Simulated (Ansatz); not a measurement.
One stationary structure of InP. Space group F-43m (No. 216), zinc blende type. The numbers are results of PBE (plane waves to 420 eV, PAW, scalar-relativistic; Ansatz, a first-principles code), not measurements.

```xyz
2
Lattice="0.0000 2.9795 2.9795 2.9795 0.0000 2.9795 2.9795 2.9795 0.0000" Properties=species:S:1:pos:R:3 pbc="T T T"
P      4.4692     4.4692     4.4692
In     0.0000     0.0000     0.0000
```

Problem. Predict the band gap from PBE.

Solution. 0.44 eV, direct at Γ (no spin-orbit coupling).

No spin polarisation in the result.

Measured for InP: a 5.858 Å (static lattice; corrected from measurement; as listed in Daniel Mejia-Rodriguez, S. B. Trickey, Phys. Rev. B (2018)); gap 1.47 eV (static lattice; corrected from measurement; as listed in Wei Chen et al., Physical Review Materials (2018)). Computed minus measured — a: PBE +1.7 %; gap: PBE -1.03 eV. The computed values are for a static lattice, and a measured gap can be an optical one, lowered by exciton binding.

The run could not lose the symmetry of its start; a randomly shaken copy of 2 atoms returns to this structure.

All atoms sit on sites fixed by symmetry, so only the cell could relax.
